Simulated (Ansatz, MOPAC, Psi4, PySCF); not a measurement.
Reaction (SMILES): [O+]#[Si-] [oxosilicon] + 3 [H][H] (H2) → O (H2O) + [SiH4] (SiH4)

Quantity: energy of full hydrogenation (enthalpy at 298 K), in kcal/mol. Conventions: 6-311+G** with 5d, 6d on Na to Ar in Ansatz (an electronic-structure program); frozen cores in correlated levels; non-relativistic; six Cartesian d functions in 6-31G* and its kin unless marked 5d; LANL2DZ with its own core potentials from Na on; no spin-orbit coupling; no dispersion term unless named. CBS(X,Y): correlation extrapolated as X^-3; Hartree-Fock from the larger set. Ab initio and DFT rows: single points at B3LYP-D3(BJ) geometries (Ansatz), with unscaled harmonic terms from B3LYP/6-31G* at its own minima. Semi-empirical rows: MOPAC heats of formation at their own minima for 298 K.

Measured values: Active Thermochemical Tables 1.112 (ions: stationary electron), as tabulated in the package chemicals; G2/97 table in ASE (Curtiss et al.); they hold spin-orbit and core effects, anharmonicity. For [O+]#[Si-] (energy of full hydrogenation (enthalpy at 298 K)) the tabulated value and CCSD(T)/CBS(def2-TZVPPD,def2-QZVPPD) (Ansatz) part by 5.3 kcal/mol: another conformer or state, missing terms or a fault of the table's entry are possible. 

Value to compare with, the measured value: -25.0 kcal/mol.

```tsv
level	program	energy of full hydrogenation (enthalpy at 298 K) (kcal/mol)	error
AM1	MOPAC	-37.5	-12.5
HF/6-31G*	Ansatz	-39.9	-14.9
BLYP/6-31G*	Ansatz	-8.9	16.1
B3LYP/6-31G*	Ansatz	-20.3	4.7
M06-2X/6-311+G**	PySCF	-31.5	-6.5
wB97X-D/6-311+G**	Psi4	-39.1	-14.1
MP2/LANL2DZ	Ansatz	-10.4	14.6
MP2/6-31G*	Ansatz	-8.0	17.0
MP2/6-311+G**	Ansatz	-26.7	-1.7
wB97M-V/def2-TZVPD	Ansatz	-28.4	-3.4
CCSD(T)/CBS(def2-TZVPPD,def2-QZVPPD)	Ansatz	-30.3	-5.3
```

Among the 9 habitual levels, MP2/6-31G* lies farthest from the measured value (17.0 kcal/mol) and MP2/6-311+G** nearest (-1.7); 4 of 9 lie above it, and their mean absolute error is 11.3 kcal/mol, the median 14.1. One case shows no general order.

The levels are drawn from those run, B3LYP/6-31G* more often than the rest, none by its result; runs whose electronic state is in doubt are left out.
